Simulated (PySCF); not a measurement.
**The first ionisation energy along group 15**

All values are computed (PySCF 2.14, energy differences of UHF-based or UKS calculations, no spin-orbit coupling). Values in eV. The last column holds reference values (NIST; (s) semi-empirical, (t) theoretical, else measured). Unmarked ones compare directly (S terms, centres of terms, or small fine structure); those marked * lie between the lowest fine-structure levels and include a spin-orbit shift.

```tsv
element	configurations	UHF	MP2 (valence)	CCSD (valence)	PBE	PBE0	r2SCAN	reference
N (dyall-av2z, non-relativistic)	[He] 2s2 2p3 → [He] 2s2 2p2	13.906	14.481	14.342	14.740	14.711	14.822	14.545
P (dyall-av2z, non-relativistic)	[Ne] 3s2 3p3 → [Ne] 3s2 3p2	9.944	10.405	10.335	10.506	10.548	10.664	10.526
As (dyall-av2z, non-relativistic)	[Ar] 3d10 4s2 4p3 → [Ar] 3d10 4s2 4p2	9.471	9.855	9.805	9.924	9.988	10.144	10.008
Sb (dyall-av2z, non-relativistic)	[Kr] 4d10 5s2 5p3 → [Kr] 4d10 5s2 5p2	8.637	8.960	8.914	9.024	9.103	9.228	9.124
```

| method | elements | mean error (eV) | mean absolute error (eV) | largest error (eV) |
| --- | --- | --- | --- | --- |
| UHF | 4 | -0.561 | 0.561 | -0.639 |
| MP2 (valence) | 4 | -0.126 | 0.126 | -0.165 |
| CCSD (valence) | 4 | -0.202 | 0.202 | -0.210 |
| PBE | 4 | -0.003 | 0.100 | 0.194 |
| PBE0 | 4 | 0.037 | 0.057 | 0.165 |
| r2SCAN | 4 | 0.164 | 0.164 | 0.277 |

Errors include the incompleteness of the basis and the frozen core.

"Valence" correlates the outer s and p shells and, in groups 3 to 12 and the f block, the outer d or f shell, open or full, or the next shell where the ion has no valence electron left; the wider scheme adds the next inner shell.
